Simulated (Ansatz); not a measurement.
Input file:

```yaml
crystal:
  periodic: [false, false, false]
  atoms:
    - {symbol: H, position_ang: [-1.994173, 0.000000, 0.000000]}
    - {symbol: H, position_ang: [-1.045173, 0.000000, 0.000000]}
    - {symbol: B, position_ang: [0.158827, 0.000000, 0.000000]}
    - {symbol: H, position_ang: [0.667900, 0.000000, 1.077008]}
    - {symbol: H, position_ang: [0.667900, 0.000000, -1.077008]}
basis:
  gaussian: {orbitals: cc-pVDZ}
magnetization: {spin_polarized: true, initial_magnetization: 1}
correlation: {method: ccsdt_q, electrons: outside_noble_gas}
```

```sh
$ ansatz run in.yaml --threads 1 --pin off --events-out ev --progress --plain --max-ram 4096MiB --backend cpu
```

The program prints:

```
600 factors; integrals over basis functions are off by at most 2.4e-7 eV
mean field evaluation 1: about -729.5946 eV, gradient 8.5e0 eV
mean field evaluation 2: about -729.5945 eV, gradient 8.5e0 eV
mean field evaluation 4: about -730.4889 eV, gradient 9.5e-1 eV
mean field evaluation 8: about -730.5092 eV, gradient 2.1e-3 eV
mean field evaluation 16: about -730.5092 eV, gradient 1.1e-6 eV
mean field evaluation 32: about -728.9839 eV, gradient 4.1e-1 eV
mean field -730.50919778 eV, -26.8457178616 hartree, gradient 1.1e-6 eV, S^2 0.762434; 1 other end points of the search recorded, 0 dependent functions left out
determinant -730.50919778 eV, -26.8457178616 hartree, with singles and doubles -733.99310071 eV, -26.9737489327 hartree
determinant -728.98937163 eV, -26.7898652806 hartree, with singles and doubles -732.92046976 eV, -26.9343304723 hartree
1 core orbitals not correlated: weight in the atoms' cores, before any rotation towards them, 1.000 or more for the frozen orbitals, at most 0.000 for the correlated occupied ones
reference -730.50919778 eV, -26.8457178616 hartree; 4, 3 occupied and 29, 30 virtual orbitals, 600 factors
second order -2.74705671 eV of doubles, -0.00000000 eV of singles
cycle   1  -3.28653525 eV  change   -5.4e-1 eV  update   5.1e-2
cycle   2  -3.53652535 eV  change   -2.5e-1 eV  update   2.0e-2
cycle   3  -3.54713384 eV  change   -1.1e-2 eV  update   5.5e-3
cycle   4  -3.54978323 eV  change   -2.6e-3 eV  update   2.4e-3
cycle   5  -3.54945177 eV  change    3.3e-4 eV  update   1.0e-3
cycle   6  -3.54947129 eV  change   -2.0e-5 eV  update   3.4e-4
cycle   7  -3.54969110 eV  change   -2.2e-4 eV  update   1.3e-4
cycle   8  -3.54969534 eV  change   -4.2e-6 eV  update   5.0e-5
cycle   9  -3.54966182 eV  change    3.4e-5 eV  update   2.1e-5
cycle  10  -3.54966703 eV  change   -5.2e-6 eV  update   7.9e-6
cycle  11  -3.54967114 eV  change   -4.1e-6 eV  update   3.4e-6
cycle  12  -3.54967086 eV  change    2.8e-7 eV  update   1.1e-6
cycle  13  -3.54967008 eV  change    7.8e-7 eV  update   5.0e-7
cycle  14  -3.54966962 eV  change    4.6e-7 eV  update   1.8e-7
perturbative correction -0.00131497 eV, -0.0000483244 hartree
Total energy: -734.06018238 eV, -26.9762141386 hartree
```

For the same geometry and basis full CI lies 0.3 meV lower.

Ran on 1 thread of AMD EPYC 7R13, shared host: 4.3 s wall, 0.17 GiB peak host memory.
